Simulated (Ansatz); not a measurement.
# ClNSi: molecular dynamics

Purpose: to follow the molecule's vibrations and see whether its bonds hold. The start is relaxed first. Runs: 120 steps of 6 fs under a Langevin thermostat at 300 K. SMILES of the start: N#[Si]Cl.

Program: Ansatz 0.2.0. Level of theory: RKS PBE0/def2-SVP. These are calculated values, not measurements.

### Step 1. Starting point

Bond lengths: N1–Si2 1.556 Å, Si2–Cl3 1.962 Å. Angles: N1–Si2–Cl3 180.0°.

As a file:

```xyz
3

N     1.1727    0.9606    0.7494
Si    0.0941    0.0768    0.0601
Cl   -1.2668   -1.0374   -0.8095
```

### Step 2. Relaxing the start

File input.yaml:

```yaml
crystal:
  periodic: [false, false, false]
  atoms:
    - { symbol: "N", position_ang: [1.17273, 0.9606, 0.74944] }
    - { symbol: Si, position_ang: [0.09407, 0.07676, 0.06009] }
    - { symbol: Cl, position_ang: [-1.2668, -1.03736, -0.80953] }
basis:
  gaussian: { orbitals: def2-SVP }
hamiltonian:
  xc: pbe0
relax:
  f_tol: 0.02
  max_steps: 40
output:
  orbitals: {}
```

Started as:

```console
$ ansatz run input.yaml --threads 1 --pin off --max-ram 2048MiB --backend cpu --events-out ev --progress --plain --runs-dir out
```

The runs that follow: The run.

Q: Predict the outcome of this session. Wanted: relaxation of the start; temperature, first and last step; temperature, second half; potential energy, second half; bonds formed or broken.

**Answer**, as computed:

```
                        quantity                          value
         relaxation of the start        3 moves, 0.048 eV lower
                          length              120 steps of 6 fs
temperature, first and last step                  200 and 361 K
        temperature, second half  mean 273 K, from 115 to 508 K
   potential energy, second half    +20 meV/atom from the start
          bonds formed or broken                              0
```

What this shows: Against a set 300 K the second half averages 273 K with a spread of 91 K. A step of 6 fs is long for atoms as light as 14 u, and this run prints no conserved energy by which to check it. No bond forms or breaks. 720 fs on 3 atoms is far too short and small for converged averages.
